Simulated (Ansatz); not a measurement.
## Ansatz (development build ahead of 0.2.0) run

```yaml
crystal:
  periodic: [false, false, false]
  atoms:
    - { symbol: Si, position_ang: [0.0, 0.0, -0.7399] }
    - { symbol: O, position_ang: [0.0, 0.0, 0.7399] }
basis:
  gaussian: { orbitals: "6-31G" }
hamiltonian:
  xc: hf
correlation:
  method: ccsd_t
  frozen_orbitals: { O: 1, Si: 5 }
```

The input is written out in the form of the current development build from the run's settings.

The run gave:

```yaml
Converged: yes
Reference_energy: -363.69640 hartree
Correlation_energy: -0.19782 hartree
Total_energy: -363.89422 hartree
```
